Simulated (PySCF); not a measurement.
# chlorine monofluoride: calculation against experiment

**Experimental background.**

From NIST CCCBDB Release 22 (SRD 101), experimental dipoles, for the gas: dipole moment (microwave Stark effect) 0.88 D.

From Liu, Meijer, Perez-Rios, Phys. Chem. Chem. Phys. 22 (2020) 24191, for the gas: dipole moment 0.85 D.

The runs below try to reproduce these values; the comparison stands at the end.

Species: chlorine monofluoride, ClF.
Atom-mapped SMILES: `[F:1][Cl:2]`

Geometry (GFN2-xTB, Å), atoms numbered from 1 in this order:
```
atom  x, y, z in Å
F1     0.842   -0.003   -0.003
Cl2   -0.839    0.004   -0.011
```

The PySCF runs (gas phase, on this GFN2-xTB geometry; no spin–orbit coupling):

| level | job | basis functions |
| --- | --- | --- |
| PBE0/pcSseg-1 | shieldings, charges and field gradients | 41 |
| CAM-B3LYP/def2-SVPD | 8 singlets by full TDDFT, 3 Tamm–Dancoff triplets, polarisability | 50 |

**Comparison with experiment**

**Dipole moment.** Measured: 0.88 D (NIST CCCBDB Release 22 (SRD 101), experimental dipoles) and 0.85 D (Liu, Meijer, Perez-Rios, Phys. Chem. Chem. Phys. 22 (2020) 24191). Differences are taken against the first.

```json
{"level": "PBE0/pcSseg-1", "computed (D)": "1.18", "computed − measured (D)": "+0.30", "% (from the printed values)": "+34"}
{"level": "CAM-B3LYP/def2-SVPD", "computed (D)": "1.14", "computed − measured (D)": "+0.26", "% (from the printed values)": "+30"}
```

Closest is CAM-B3LYP/def2-SVPD (+0.26 D), furthest PBE0/pcSseg-1 (+0.30 D); one molecule doesn't rank methods. The computed dipoles belong to one fixed geometry; measured ones are averaged over vibrations unless marked μe. Magnitudes are compared, not signs.

The geometry is computed, not the measured one. Where a level misses, the cause wasn't examined.
